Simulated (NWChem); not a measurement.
Species: propyne (C$_{3}$H$_{4}$); SMILES C#CC

Program: NWChem. Pople sets run with spherical d functions. The geometry was optimised at PBE0/def2-SVP. Total energies compare along this basis series because the functional is fixed.

| level | basis functions | energy (Ha) | highest occupied level (eV) | orbital gap (eV) | dipole (D) |
|---|---|---|---|---|---|
| B3LYP/STO-3G | 19 | -115.2159 | -5.59 | 10.48 | 0.55 |
| B3LYP/3-21G | 35 | -116.0192 | -7.22 | 8.97 | 0.72 |
| B3LYP/6-31G* | 50 | -116.6505 | -7.03 | 8.69 | 0.68 |
| B3LYP/def2-SVP | 62 | -116.5708 | -7.30 | 8.59 | 0.76 |
| B3LYP/def2-SVPD | 92 | -116.5769 | -7.47 | ___ | 0.80 |
| B3LYP/def2-TZVP | 117 | -116.7046 | -7.45 | 8.39 | 0.82 |

Q: Complete the blanks.

A: 
- B3LYP/def2-SVPD, orbital gap (eV): 7.95
